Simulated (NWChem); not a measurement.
System: hydrogen cyanide (CHN); SMILES N#C

Results from NWChem. Medium grid unless said otherwise, to which SCAN and Minnesota functionals are sensitive. All runs use the structure optimised with PBE0-D3(BJ)/def2-TZVP. Total energies of different functionals are on different scales.

| level | energy (Ha) | highest occupied level (eV) | orbital gap (eV) | dipole (D) |
|---|---|---|---|---|
| B3LYP/def2-SVP | -93.3518 | -10.03 | 10.47 | 2.83 |
| PBE/def2-SVP | -93.2367 | -8.75 | 8.26 | 2.74 |
| N12/def2-SVP | -93.3329 | -8.70 | 8.37 | 2.77 |
| LDA (Slater exchange, VWN5)/def2-SVP | -92.5405 | -8.78 | 8.07 | 2.79 |
| PW6B95/def2-SVP | -93.4650 | -10.42 | 11.27 | 2.84 |
| MN15/def2-SVP | -93.2285 | -11.09 | 12.67 | 2.83 |
| LC-wPBE (HJS exchange hole, range parameter 0.4 per bohr)/def2-SVP | -93.2717 | -13.39 | 16.70 | 2.92 |
| MPW1K/def2-SVP | -93.3100 | -11.42 | 12.95 | 2.99 |
| PW91/def2-SVP | -93.3133 | -8.80 | 8.27 | 2.74 |
